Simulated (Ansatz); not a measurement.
Geometry optimisation, Ansatz, RKS PBE/6-31G.

Input:

```yaml
crystal:
  periodic: [false, false, false]
  atoms:
    - { symbol: B, position_ang: [0.0, 0.0, 0.0] }
    - { symbol: "N", position_ang: [0.0, 0.0, 1.55] }
    - { symbol: H, position_ang: [-0.877, -0.2713, 2.08] }
    - { symbol: H, position_ang: [0.877, 0.2713, 2.08] }
    - { symbol: H, position_ang: [1.0305, 0.0, -0.595] }
    - { symbol: C, position_ang: [-1.3856, 0.0, -0.8] }
    - { symbol: H, position_ang: [-1.9458, -0.9305, -0.5708] }
    - { symbol: H, position_ang: [-1.9898, 0.8797, -0.4946] }
    - { symbol: H, position_ang: [-1.1839, 0.0508, -1.8903] }
basis:
  gaussian: { orbitals: "6-31G" }
hamiltonian:
  xc: pbe
relax:
  f_tol: 0.02
  max_steps: 40
```

Command:

```bash
$ ansatz run input.yaml --threads 1 --pin off --max-ram 2048MiB --backend cpu --events-out ev --progress --plain --runs-dir out
```

Question: Where does it end, and by what steps?

Answer: It converged. Limits of this set-up: no polarisation functions. After 13 steps the energy has fallen by 0.570 eV; H5 moved furthest, 0.74 Å.

```json
{"step": "0", "energy less start (eV)": "0.0000", "largest force component (eV/Å)": "3.395", "accepted": "yes"}
{"step": "1", "energy less start (eV)": "-0.4262", "largest force component (eV/Å)": "1.641", "accepted": "yes"}
{"step": "2", "energy less start (eV)": "-0.4892", "largest force component (eV/Å)": "1.468", "accepted": "yes"}
{"step": "3", "energy less start (eV)": "-0.5001", "largest force component (eV/Å)": "0.761", "accepted": "yes"}
{"step": "4", "energy less start (eV)": "-0.5206", "largest force component (eV/Å)": "0.277", "accepted": "yes"}
{"step": "5", "energy less start (eV)": "-0.5431", "largest force component (eV/Å)": "0.189", "accepted": "yes"}
{"step": "6", "energy less start (eV)": "-0.5286", "largest force component (eV/Å)": "0.656", "accepted": "no"}
{"step": "7", "energy less start (eV)": "-0.5544", "largest force component (eV/Å)": "0.056", "accepted": "yes"}
{"step": "8", "energy less start (eV)": "-0.5603", "largest force component (eV/Å)": "0.196", "accepted": "yes"}
{"step": "9", "energy less start (eV)": "-0.5630", "largest force component (eV/Å)": "0.252", "accepted": "yes"}
{"step": "10", "energy less start (eV)": "-0.5665", "largest force component (eV/Å)": "0.321", "accepted": "yes"}
{"step": "11", "energy less start (eV)": "-0.5693", "largest force component (eV/Å)": "0.057", "accepted": "yes"}
{"step": "12", "energy less start (eV)": "-0.5690", "largest force component (eV/Å)": "0.090", "accepted": "no"}
{"step": "13", "energy less start (eV)": "-0.5696", "largest force component (eV/Å)": "0.006", "accepted": "yes"}
```

```xyz
9
Properties=species:S:1:pos:R:3
B -0.058 0.209 0.089
N 0.036 -0.176 1.440
H -0.739 -0.602 1.948
H 0.881 -0.053 1.994
H 0.928 0.706 -0.409
C -1.383 0.009 -0.747
H -2.208 -0.463 -0.182
H -1.747 0.981 -1.132
H -1.185 -0.612 -1.642
```

Whether the end is a true minimum wasn't checked by a vibrational analysis.

The run took 34 s on 1 thread of Arm Neoverse N1 (shared host), peak memory 0.12 GiB.
